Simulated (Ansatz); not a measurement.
**C₂H₂F− (SMILES [F-].C#C): one structure at several levels**

Aim: energy, forces and dipole at the structure in which a pair of molecules ended after relaxing, with changed bonds, from CCSD(T) and from density functionals.

Computed with Ansatz 0.2.0, Gaussian basis. Level: single points in def2-TZVPPD.

Cores are frozen in the correlated methods. B3LYP uses VWN-RPA correlation.

2 further runs of the same task are left out: 2 set aside as unsound or not needed.

### 1 Starting geometry

SMILES `[F-].C#C`, 5 atoms, charge -1, spin multiplicity 1.

Atoms are counted from 1 here; the program's logs count them from 0.

Bond lengths: F1–H4 1.170 Å, C2–C3 1.221 Å, C2–H4 1.343 Å, C3–H5 1.066 Å. Angles: C3–C2–H4 180.0°, C2–C3–H5 180.0°, F1–H4–C2 180.0°.

As a file:

```xyz
5
C2H2F
F     0.2878   -0.0090   -2.4259
C    -0.0082    0.0002    0.0691
C    -0.1520    0.0047    1.2811
H     0.1500   -0.0047   -1.2643
H    -0.2776    0.0087    2.3401
```

### 2 PBE-D4/def2-TZVPPD

The input, run/in.yaml:

```yaml
crystal:
  periodic: [false, false, false]
  atoms:
    - {symbol: F, position_ang: [0.287846, -0.008956, -2.425910]}
    - {symbol: C, position_ang: [-0.008240, 0.000245, 0.069078]}
    - {symbol: C, position_ang: [-0.151999, 0.004740, 1.281074]}
    - {symbol: H, position_ang: [0.149989, -0.004682, -1.264314]}
    - {symbol: H, position_ang: [-0.277596, 0.008653, 2.340073]}
basis:
  gaussian: {orbitals: "def2-TZVPPD.json"}
total_charge: -1
hamiltonian: {xc: pbe, dispersion: d4}
```

The basis file named in the input lies beside it (Basis Set Exchange, JSON).

Started as:

```sh
ansatz run in.yaml --threads 2 --pin off --events-out ev --progress --plain --max-ram 5222MiB
```

### 3 r2SCAN-D4/def2-TZVPPD

Changes to run/in.yaml since step 2:

```diff
@@ -11,2 +11,2 @@
 total_charge: -1
-hamiltonian: {xc: pbe, dispersion: d4}
+hamiltonian: {xc: r2scan, dispersion: d4}
```

### 4 PBE0-D4/def2-TZVPPD

Changes to run/in.yaml since step 3:

```diff
@@ -11,2 +11,3 @@
 total_charge: -1
-hamiltonian: {xc: r2scan, dispersion: d4}
+hamiltonian: {xc: pbe0, dispersion: d4}
+output: {orbitals: {seedname: orbitals}}
```

### 5 B3LYP-D4/def2-TZVPPD

Changes to run/in.yaml since step 4:

```diff
@@ -11,3 +11,2 @@
 total_charge: -1
-hamiltonian: {xc: pbe0, dispersion: d4}
-output: {orbitals: {seedname: orbitals}}
+hamiltonian: {xc: {name: B3LYP}, dispersion: d4}
```

### 6 wB97M-V/def2-TZVPPD

Changes to run/in.yaml since step 5:

```diff
@@ -11,2 +11,2 @@
 total_charge: -1
-hamiltonian: {xc: {name: B3LYP}, dispersion: d4}
+hamiltonian: {xc: {name: wB97M-V}}
```

### 7 CCSD(T)/def2-TZVPPD

Changes to run/in.yaml since step 6:

```diff
@@ -11,2 +11,2 @@
 total_charge: -1
-hamiltonian: {xc: {name: wB97M-V}}
+correlation: {method: ccsd_t}
```

(Steps that only read results are left out.)

What does the calculation give? Wanted: HOMO and LUMO, PBE0-D4; T1 diagnostic.

**Answer**, as computed:

| quantity | value |
| --- | --- |
| HOMO and LUMO, PBE0-D4 | -2.46 and 4.24 eV |
| T1 diagnostic | 0.016 |
